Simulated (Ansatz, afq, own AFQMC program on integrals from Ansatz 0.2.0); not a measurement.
Atomization energy of AlBH, quartet

```tsv
atom	x (Å)	y (Å)	z (Å)
B	0.0000	0.0000	1.8170
Al	0.0000	0.0000	-0.1200
H	0.0000	0.0000	-1.6970
```

Connectivity, by distances: B–AlH.

Atoms in their ground-state spins without spin–orbit coupling (mostly on UHF) minus the molecule (UHF), without zero-point energy. The geometry is a stationary point, not shown to be a minimum.

Basis 6-31G. Noble-gas cores (and the filled d shells of Ga–Kr and In–Xe) are frozen. AFQMC by an in-house program on the Cholesky factors that Ansatz 0.2.0 writes for its CCSD(T) run. The CISD trial takes its coefficients from CCSD amplitudes. Released means that phaseless walkers are propagated on without the constraint, phases kept. ± is one standard error of the sampling. The errors of all members are added in quadrature.

Full CI on the same integrals is exact in this basis and with this determinant's frozen core.

Errors are counted within 6-31G, not against nature.

Cautions: AlBH (quartet): lower spins were not checked, its ph-AFQMC/CISD value lies 19 ± 4 meV above full CI.

```json
{"level": "HF", "atomization energy (kcal/mol)": "74.3"}
{"level": "MP2", "atomization energy (kcal/mol)": "85.4"}
```

**Question.** From these cheaper values, estimate the atomization energy at the reference level in 6-31G.

**Answer.** 81.1 kcal/mol (full CI in 6-31G).

```
         level  atomization energy (kcal/mol)  error against FCI (kcal/mol)
          CCSD                           79.3                          -1.8
       CCSD(T)                           80.5                          -0.6
   ph-AFQMC/HF                     82.3 ± 0.6                     1.2 ± 0.6
 ph-AFQMC/CISD                    80.8 ± 0.09                   -0.4 ± 0.09
released AFQMC                    81.0 ± 0.08                   -0.2 ± 0.08
```

Correlation beyond CCSD(T) adds 0.6 kcal/mol. The perturbative (T) step is worth +1.2 kcal/mol.

A walk keeps the symmetry of its determinant, which the program's search chose and which needn't be the lowest solution, so a lower state of the same spin and another symmetry isn't excluded. Released energies are given only where the last usable release times agree within the noise; a slower fall can still hide under it.
